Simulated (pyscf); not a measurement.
Single points on ωB97X-D3(BJ)/def2-SVP structures (PySCF, gas phase).

Task: Estimate the classical barrier height and the reaction energy of `[CH2][O][CH3]` [doublet] → `[CH2]=[O]` + `[CH3]` [doublet] at r²SCAN/def2-TZVP. The step runs on the doublet surface, breaks C–O and forms none; take the reactant's lowest minimum found as zero.

Result: ΔE‡ = 103.7 kJ/mol, ΔE = +61.9 kJ/mol. CCSD(T)/def2-TZVPP + ΔMP2(QZVPP) gives 126.5 kJ/mol and +52.6 kJ/mol. Zero-point energy shifts the barrier by -15.1 kJ/mol. It is a bond scission, with an imaginary mode of 705i cm⁻¹. •H₂C–O–CH₃ lies 53.8 kJ/mol over its isomer H₃C–CH•–OH (electronic energy, ωB97M-D3(BJ)). This is the saddle that the search found; another between the same sides may lie lower. The CCSD(T) − MP2 part came from Ansatz, without density fitting, on the same reference. A UHF reference is spin-contaminated (<S²> up to 1.01), which harms MP2 most.
